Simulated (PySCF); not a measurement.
fluorine (F₂), SMILES FF.

Coordinates come from a r2SCAN-D4/def2-TZVPD optimisation.

Two levels are set side by side: TDDFT-PBE/def2-TZVPD (PySCF) and TDDFT-LC-ωPBE/def2-TZVPD (PySCF). Vertical, same geometry. The lowest singlet is HOMO→LUMO 101 % with PBE and HOMO→LUMO 99 % with the other functional; states are paired by order. Differences are taken from unrounded values.

| quantity | TDDFT-LC-ωPBE | TDDFT-PBE | TDDFT-PBE minus TDDFT-LC-ωPBE |
|---|---|---|---|
| lowest singlet excitation (eV) | 4.58 | 4.42 | -0.16 |
| lowest triplet excitation (TDA) (eV) | 3.10 | 2.98 | -0.13 |
| first bright state (f over 0.05) (eV) | 12.68 | 11.60 | -1.08 |
| its oscillator strength | 0.25 | 0.11 | -0.14 |

A lower first singlet is the usual sign of a functional without exact exchange. Differences between two approximate levels are no errors against the true value.

Rough cost on one machine, each run with all the roots and properties that it gave: TDDFT-LC-ωPBE against TDDFT-PBE about 3 times.
